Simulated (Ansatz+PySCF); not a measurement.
**singlet NaCl in separate pieces: levels of theory in one basis**

```yaml
atoms:
  - { symbol: Na, position_ang: [0.0000, 0.0000, 0.0000] }
  - { symbol: Cl, position_ang: [30.0000, 0.0000, 0.0000] }
```

Basis set: cc-pVDZ (spherical functions). Frozen core: 6 orbitals. Charge 0, multiplicity 1.

Computed with Ansatz (development build ahead of 0.2.0); each method stands on the lowest determinant of its kind that the runs found. NEVPT2 correlates all electrons. Active spaces start from the frontier orbitals, and the lowest solution found is given.

```
        method  E − E(RHF) (eV)  <S²> of the determinant
           RHF             0.00                     0.00
           UHF            -2.41                     1.01
       UHF-MP2            -5.43                     1.01
   UHF-CCSD(T)            -5.92                     1.01
  RHF-CCSDT(Q)            -6.59                        –
  UHF-CCSDT(Q)            -5.93                     1.01
   CASSCF(6,6)            -3.03                        –
   CASSCF(2,2)            -2.30                        –
SC-NEVPT2(2,2)            -5.62                        –
SC-NEVPT2(6,6)            -5.58                        –
```

What does RHF-MP2 give on the same scale?

-6.39 eV.

Is a single determinant a sound starting point here?

It is doubtful. Unrestricted orbitals lower Hartree–Fock by 2.41 eV and <S²> is 1.01 where a pure state has 0.00, a sign of strong static correlation. The CASSCF(6,6) natural occupations are 1.99, 1.99, 1.00, 1.00, 0.01, 0.01. The CASSCF(2,2) natural occupations are 1.00, 1.00.

Caution for RHF, RHF-MP2, RHF-CCSDT(Q): an unrestricted determinant lies well below. Caution for UHF, UHF-MP2, UHF-CCSD(T), UHF-CCSDT(Q): the unrestricted determinant is a mixture of spin states; the determinant breaks the point group. Caution for RHF-MP2, RHF-CCSDT(Q): large amplitudes, a single reference is doubtful; a plain start can end on a higher determinant. Caution for UHF-MP2, UHF-CCSD(T), UHF-CCSDT(Q): bonds are stretched, where a single reference can fail. Caution for RHF-CCSDT(Q): the amplitudes may be one of several solutions. Caution for UHF-CCSDT(Q): another reference gives a lower total. Caution for CASSCF(6,6): other starts end on other solutions of this active space.
